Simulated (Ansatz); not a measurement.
# Al2H2 (singlet): from Hartree-Fock to the top rungs at scale of all distances = 1.751, 6-31G

Aim: climb from Hartree-Fock through coupled cluster and multireference methods for Al2H2 (singlet) at one geometry and basis, and see what each rung misses.

Computed with Ansatz 0.2.0, Gaussian basis. Level: 6-31G, core rule «outside noble gas», up to 10 orbitals frozen.

The runs, in order: UHF; CCSD(T) on RHF; CCSD(T) on UHF; BCCD(T) on RHF; CISD; CCSDT(Q) on RHF; CCSDT(Q) on UHF; CISDTQ; CCSDTQ on RHF; CASSCF and MRCISD+Q, 2 electrons in 2 orbitals; CASSCF and NEVPT2, 2 electrons in 2 orbitals; CASSCF and MRCISD+Q, 8 electrons in 10 orbitals; CASSCF and NEVPT2, 8 electrons in 10 orbitals; Full CI.

8 further runs of the same task are left out: 6 that didn't finish, 2 set aside as unsound or not needed.

## Step 1: What is computed

The geometry derives from a PBE0/def2-TZVP stationary point (not a proven minimum). All distances are scaled together.

4 atoms, charge 0, spin multiplicity 1.

Atoms are counted from 1 here; the program's logs count them from 0.

No contacts short enough for the rule that draws bonds.

As a file:

```xyz
4
Al2H2
Al    0.0000   -0.2688    2.2910
Al    0.0000    0.2688   -2.2910
H     0.0000    2.0030    3.9967
H     0.0000   -2.0030   -3.9967
```

## Step 2: UHF

in.yaml reads:

```yaml
crystal:
  periodic: [false, false, false]
  atoms:
    - {symbol: Al, position_ang: [0.000000, -0.268786, 2.290989]}
    - {symbol: Al, position_ang: [0.000000, 0.268786, -2.290989]}
    - {symbol: H, position_ang: [0.000000, 2.002965, 3.996686]}
    - {symbol: H, position_ang: [0.000000, -2.002965, -3.996686]}
basis:
  gaussian: {orbitals: 6-31G}
magnetization: {spin_polarized: true, initial_magnetization: 0}
hamiltonian: {xc: hf}
output: {orbitals: {seedname: orbitals}}
```

Run with:

```bash
> ansatz run in.yaml --threads 1 --pin off --events-out ev --progress --plain --max-ram 2393MiB
```

Further steps of the session: CCSD(T) on RHF; CCSD(T) on UHF; BCCD(T) on RHF; CISD; CCSDT(Q) on RHF; CCSDT(Q) on UHF; CISDTQ; CCSDTQ on RHF; CASSCF and MRCISD+Q, 2 electrons in 2 orbitals; CASSCF and NEVPT2, 2 electrons in 2 orbitals; CASSCF and MRCISD+Q, 8 electrons in 10 orbitals; CASSCF and NEVPT2, 8 electrons in 10 orbitals; Full CI.

Before running them: what should the planned runs give, taken together? Wanted: FCI below the RHF energy; RMP2 from FCI; UMP2 from FCI; RCCSD from FCI; RCCSD(T) from FCI; UCCSD(T) from FCI; RCCSDT(Q) from FCI; UCCSDT(Q) from FCI; NEVPT2 pair from FCI.

**Answer**, as computed:

| quantity | value |
| --- | --- |
| FCI below the RHF energy | -3.8916 eV |
| RMP2 from FCI | +39.31 kcal/mol |
| UMP2 from FCI | +40.39 kcal/mol |
| RCCSD from FCI | +1.52 kcal/mol |
| RCCSD(T) from FCI | +0.41 kcal/mol |
| UCCSD(T) from FCI | +0.78 kcal/mol |
| RCCSDT(Q) from FCI | +0.01 kcal/mol |
| UCCSDT(Q) from FCI | +0.03 kcal/mol |
| NEVPT2 pair from FCI | +28.00 kcal/mol |
| MRCISD+Q pair from FCI | -2.68 kcal/mol |
| NEVPT2 valence from FCI | +3.37 kcal/mol |
| levels within 1 kcal/mol (43 meV) | RCCSD(T), UCCSD(T), BCCD(T), RCCSDT, UCCSDT, RCCSDT(Q), UCCSDT(Q), RCCSDTQ, MRCISD valence, MRCISD+Q valence |
| T1 diagnostic | 0.051 |
| effectively unpaired electrons | 0.66 |

RCCSD(T) misses by +0.41 kcal/mol, 0.5 % of the correlation energy. MRCISD+Q pair falls below full CI: the +Q correction isn't variational, and the cores differ from full CI's. The occupations show some static correlation. Of the multireference levels listed MRCISD+Q valence comes nearest in total energy (+0.19 kcal/mol), which doesn't show that its space is the better one. These misses are within one basis, not against nature.
